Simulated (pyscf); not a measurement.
**Four-centre exchange: F–SiH₂–O–SiH₃ + HF -> F–SiH(F)–O–SiH₃ + H₂**

Gas phase, singlet surface, charge 0. Bonds broken: Si2–H5, F10–H11. Bonds formed: Si2–F10, H5–H11. PySCF, gas phase, ωB97X-D3(BJ)/def2-SVP geometries.

Transition state (Å):

```xyz
11

F      0.5641    -0.4851     1.9432
Si    -0.4828     0.5624     1.2636
O     -0.2477     0.3422    -0.3347
Si    -1.1169     0.6921    -1.7274
H     -1.6745    -0.4605     1.9027
H     -0.1313     1.8156     1.9423
H     -0.2520     0.3120    -2.8738
H     -2.3674    -0.1142    -1.7557
H     -1.4366     2.1422    -1.7959
F     -2.2614     1.2934     0.9225
H     -2.2208     0.2344     1.5152
```

One imaginary mode, 1045i cm⁻¹; descent along it reached the two sides named.

| bond | change | reactant side (Å) | saddle | product side |
|---|---|---|---|---|
| Si2–H5 | breaks | 1.484 | 1.696 | 3.3 |
| F10–H11 | breaks | 0.927 | 1.214 | 3.1 |
| Si2–F10 | forms | 2.9 | 1.953 | 1.613 |
| H5–H11 | forms | 2.8 | 0.965 | 0.760 |

Electronic energies relative to the separated reactants (eV):

```tsv
level	barrier	reaction energy	reverse barrier
ωB97X-D3(BJ)/def2-TZVP	1.07	-1.51	2.58
PBE/def2-TZVP	0.82	-1.47	2.30
r²SCAN/def2-TZVP	0.86	-1.61	2.47
B3LYP-D3(BJ)/def2-TZVP	1.07	-1.53	2.60
PBE0-D3(BJ)/def2-TZVP	0.99	-1.45	2.44
M06-2X/def2-TZVP	1.11	-1.62	2.74
ωB97M-D3(BJ)/def2-TZVP	1.06	-1.52	2.58
HF/def2-TZVP	1.94	-1.49	3.43
```

With ωB97M-D3(BJ)/def2-TZVP energies and thermal terms (ideal gas, 1 atm, RRHO with modes under 100 cm⁻¹ raised to 100, one conformer, R ln 2 for chiral ones without a mode under 150 cm⁻¹), in eV:

| T (K) | ΔH‡ | ΔG‡ | ΔH | ΔG |
|---|---|---|---|---|
| 298 | 1.01 | 1.48 | -1.62 | -1.54 |
| 600 | 0.99 | 1.97 | -1.60 | -1.47 |
| 900 | 1.00 | 2.45 | -1.58 | -1.41 |
| 1200 | 1.02 | 2.93 | -1.56 | -1.35 |

The same reactants have a lower exit, to F–SiH₂–F + HO–SiH₃ (barrier +0.56 eV at ωB97M-D3(BJ)/def2-TZVP, against +1.06 eV here). This is the saddle that the search found; another between the same sides may lie lower.
